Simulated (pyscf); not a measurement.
PySCF, gas phase, ωB97X-D3(BJ)/def2-SVP geometries. Correlated levels are frozen-core, on RHF or UHF. ΔMP2 is the change of the MP2 total energy from the triple- to the quadruple-zeta basis.

Problem. Estimate by transition-state theory the rate constant of SiH₃• + NH₃ → H₂N–SiH₃ + H• (doublet surface; H–N broken, N–Si formed) at 298 K, with CCSD(T)/def2-TZVPP + ΔMP2(QZVPP) energies (ideal gas, 1 atm, RRHO with modes under 100 cm⁻¹ raised to 100, one conformer, R ln 2 for rigid chiral ones; no tunnelling).

Solution. The electronic barrier is 22.4 kcal/mol and the thermal terms add +6.5, so ΔG‡ = 29.0 kcal/mol. With k_BT/h = 6.21e+12 s⁻¹ and RT = 0.592 kcal/mol, and a volume of 4.06e-20 cm³ per molecule at 1 atm, k = 1.5e-28 cm³ molecule⁻¹ s⁻¹. Wigner's tunnelling factor for 1879i cm⁻¹ would be 4.42, likely too low at so high a frequency. A shift of 1 kcal/mol in the barrier changes k by a factor 5.4. On the reactant side the descent ends in a complex, 4.2 kcal/mol under the separated species and 26.7 kcal/mol under the saddle at ωB97X-D3(BJ)/def2-TZVP. This is the saddle that the search found; another between the same sides may lie lower. The angle at the attacked N is 129°. The CCSD(T) − MP2 part came from Ansatz, without density fitting, on the same reference.
